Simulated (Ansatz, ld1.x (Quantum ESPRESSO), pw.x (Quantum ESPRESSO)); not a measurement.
**Au (Z = 79) (fcc): variants of one RRKJ potential in the solid**

- Element: gold
- Generator: ld1.x (Quantum ESPRESSO) 7.5
- Type: norm-conserving RRKJ (Kleinman–Bylander form)
- Functional: PBE
- Relativity: scalar-relativistic
- Frozen core: [Xe] 4f14
- Valence charge: 11
- Reference configuration: 5d10 6s1 6p0
- Partial waves: 6p (bound, empty): rc 2.45 bohr; 5d (bound): rc 1.70 bohr; 6s (bound): rc 2.50 bohr
- Local potential: the s channel
- Core correction: a·sin(br)/r model core inside 1.10 bohr

Crystal test: fcc Au in pw.x 7.5, no spin, 14³ k-points, Fermi–Dirac smearing 0.01 Ry, cutoffs set for each file from its atomic test. The reference is all-electron LAPW (Ansatz 0.2.0) with the same functional, mesh and smearing; V0 and B0 come from Birch–Murnaghan fits to the pressures at five volumes. Errors are pseudo minus all-electron; Δ is the rms difference of the E(V) curves that follow from these fits, minima aligned, over ±6 % about the mean V0. Mesh and smearing are coarse, so the numbers serve the comparison and aren't converged zero-temperature values; the lattice is a test structure that the element need not adopt.

All-electron: a0 = 4.158 Å (V0 = 17.97 Å³/atom), B0 = 139.3 GPa.

Base: This is a poor potential for the solid.

2 further variants are left out: they gave no file fit for a test, a broken result, the same result as the base, or pressures whose basis-set error rivals the error shown.

```tsv
change	cutoffs (Ry)	pw.x	a0 (Å)	a0 error (%)	B0 error (%)	Δ (meV/atom)	mean pressure error (GPa)
base	70/280	converged	4.193	+0.86	-4.1	14.0	+3.58
wave 5d (bound): rc 1.70 bohr becomes 5d (bound): rc 2.58 bohr	50/200	converged	4.209	+1.23	-7.2	19.9	+5.19
core correction none	70/280	converged	4.185	+0.65	-2.3	10.8	+2.74
wave 6p (bound): rc 2.45 bohr becomes 6p (bound): rc 2.20 bohr	70/280	converged	4.191	+0.79	-3.2	13.0	+3.31
```
